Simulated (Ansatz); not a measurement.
All values below come from Ansatz (a quantum-chemistry and plane-wave program) with frozen-core CCSD(T)/cc-pVTZ // B3LYP-D3(BJ)/def2-TZVP.

Ansatz 0.2 input:
```yaml
crystal:
  periodic: [false, false, false]
  atoms:
    - { symbol: O, position_ang: [-1.29611, 0.000018, 0.000008] }
    - { symbol: C, position_ang: [-0.166804, 0.000002, 0.000001] }
    - { symbol: S, position_ang: [1.462916, -0.00002, -0.00001] }
basis:
  gaussian: { orbitals: cc-pVTZ }
correlation:
  method: ccsd_t
total_charge: 1
magnetization:
  spin_polarized: true
  initial_magnetization: 1
```

Output:

```
Functional definition: HF
567 factors; integrals over basis functions are off by at most 1.3e-3 eV
mean field evaluation 1: about -13871.0097 eV, gradient 3.8e1 eV
mean field evaluation 2: about -13871.0159 eV, gradient 3.8e1 eV
mean field evaluation 4: about -13876.9437 eV, gradient 4.0e0 eV
mean field evaluation 8: about -13877.1212 eV, gradient 3.5e-1 eV
mean field evaluation 16: about -13877.1350 eV, gradient 1.9e-5 eV
mean field evaluation 32: about -13877.1349 eV, gradient 8.8e-2 eV
mean field evaluation 64: about -13877.1350 eV, gradient 4.6e-4 eV
mean field evaluation 96: about -13872.8463 eV, gradient 9.0e0 eV
mean field -13877.13502522 eV, -509.9753059171 hartree, gradient 1.7e-6 eV, S^2 0.824209; 2 other end points of the search recorded, 0 dependent functions left out
7 core orbitals not correlated
reference -13877.13502522 eV, -509.9753059171 hartree; 8, 7 occupied and 79, 80 virtual orbitals, 567 factors
second order -13.42030787 eV of doubles, -0.00000000 eV of singles
cycle   1  -13.25275090 eV  change    1.7e-1 eV  update   1.2e-1
cycle   2  -13.75498014 eV  change   -5.0e-1 eV  update   4.2e-2
cycle   3  -13.91361223 eV  change   -1.6e-1 eV  update   2.5e-2
cycle   4  -13.91326707 eV  change    3.5e-4 eV  update   9.6e-3
cycle   5  -13.91495470 eV  change   -1.7e-3 eV  update   4.6e-3
cycle   6  -13.91668547 eV  change   -1.7e-3 eV  update   1.7e-3
cycle   7  -13.91649850 eV  change    1.9e-4 eV  update   7.7e-4
cycle   8  -13.91702942 eV  change   -5.3e-4 eV  update   3.2e-4
cycle   9  -13.91701815 eV  change    1.1e-5 eV  update   1.5e-4
cycle  10  -13.91696705 eV  change    5.1e-5 eV  update   5.9e-5
cycle  11  -13.91700836 eV  change   -4.1e-5 eV  update   2.8e-5
cycle  12  -13.91700142 eV  change    6.9e-6 eV  update   1.0e-5
perturbative correction -0.72989576 eV, -0.0268231744 hartree
Total energy: -13891.78192240 eV, -510.5135694604 hartree
```

Cost: very roughly 14 core-seconds.
